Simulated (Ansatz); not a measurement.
Input file:

```yaml
crystal:
  periodic: [false, false, false]
  atoms:
    - {symbol: Al, position_ang: [0.000000, 0.000000, 0.000000]}
    - {symbol: Li, position_ang: [0.000000, 0.000000, 5.754000]}
basis:
  gaussian: {orbitals: aug-cc-pVTZ}
magnetization: {spin_polarized: false, initial_magnetization: 2}
correlation: {method: ccsd_t, electrons: outside_noble_gas}
output: {forces: true}
```

```sh
$ ansatz run in.yaml --threads 1 --pin off --events-out ev --progress --plain --max-ram 2393MiB
```

The program prints:

```
524 factors; integrals over basis functions are off by at most 1.6e-3 eV
mean field evaluation 1: about -6783.4870 eV, gradient 2.7e0 eV
mean field evaluation 2: about -6783.4875 eV, gradient 2.7e0 eV
mean field evaluation 4: about -6784.0170 eV, gradient 5.9e-1 eV
mean field evaluation 8: about -6784.0196 eV, gradient 2.2e-3 eV
mean field evaluation 16: about -6784.0133 eV, gradient 5.8e-1 eV
mean field evaluation 32: about -6784.0196 eV, gradient 6.2e-5 eV
mean field evaluation 64: about -6784.0179 eV, gradient 3.7e-2 eV
mean field evaluation 96: about -6784.0105 eV, gradient 2.2e-2 eV
mean field evaluation 128: about -6784.0105 eV, gradient 1.7e-3 eV
mean field evaluation 160: about -6781.6589 eV, gradient 3.6e0 eV
...
mean field -6784.01963648 eV, -249.3081232670 hartree, gradient 1.3e-6 eV, S^2 2.000000; 11 other end points of the search recorded, 0 dependent functions left out
...
determinant -6784.01963648 eV, -249.3081232670 hartree, with singles and doubles -6785.57332724 eV, -249.3652203494 hartree
determinant -6784.01050060 eV, -249.3077875296 hartree, with singles and doubles -6785.56735331 eV, -249.3650008113 hartree
determinant -6782.24095006 eV, -249.2427577466 hartree, with singles and doubles -6783.85830342 eV, -249.3021943865 hartree
determinant -6780.82392782 eV, -249.1906831398 hartree, with no singles and doubles
determinant -6784.01963648 eV, -249.3081232670 hartree, with singles and doubles -6785.52781550 eV, -249.3635478238 hartree
determinant -6784.01050060 eV, -249.3077875296 hartree, with singles and doubles -6785.52057307 eV, -249.3632816694 hartree
determinant -6782.24095006 eV, -249.2427577466 hartree, with singles and doubles -6783.81830583 eV, -249.3007245021 hartree
determinant -6784.01963648 eV, -249.3081232670 hartree, with singles and doubles -6785.52777313 eV, -249.3635462666 hartree
determinant -6784.01050060 eV, -249.3077875296 hartree, with singles and doubles -6785.52062228 eV, -249.3632834776 hartree
6 core orbitals not correlated: weight in the atoms' cores, before any rotation towards them, 1.000 or more for the frozen orbitals, at most 0.000 for the correlated occupied ones
reference -6784.01963648 eV, -249.3081232670 hartree; 3, 1 occupied and 87, 89 virtual orbitals, 524 factors
second order -1.05268764 eV of doubles, -0.05573356 eV of singles
...
cycle   7  -1.50813096 eV  change   -3.5e-9 eV  update   5.3e-8
cycle   8  -1.50813095 eV  change    1.7e-8 eV  update   3.6e-8
cycle   9  -1.50813095 eV  change    1.8e-9 eV  update   2.7e-8
cycle  10  -1.50813095 eV  change  -8.4e-10 eV  update   1.9e-8
cycle  11  -1.50813095 eV  change    1.9e-9 eV  update   1.6e-8
cycle  12  -1.50813094 eV  change    1.9e-9 eV  update   1.2e-8
cycle  13  -1.50813094 eV  change    1.1e-9 eV  update   1.2e-8
cycle   1  -1.50813091 eV  update   4.9e-8
cycle   2  -1.50813090 eV  change    8.1e-9 eV  update   1.6e-8
cycle   3  -1.50813090 eV  change    2.8e-9 eV  update   5.7e-9
perturbative correction -0.03945115 eV, -0.0014498031 hartree
the calculation of the forces begins
Total energy: -6785.56721853 eV, -249.3649958584 hartree
Atom 0 at     0.000000     0.000000     0.000000 Å, force    -0.000000     0.000000     0.027665 eV/Å
Atom 1 at     0.000000     0.000000     5.754000 Å, force    -0.000000    -0.000000    -0.027665 eV/Å
Dipole moment:    -0.000000    -0.000000     0.108281 e Å
```

Forces (eV/Å):
```
Al   0.000  0.000  0.028
Li   0.000  0.000 -0.028
```

For the same geometry and basis full CI lies 14.6 meV lower.

Ran on 1 thread of Arm Neoverse V2, shared host: 41 s wall, 1.1 GiB peak host memory.
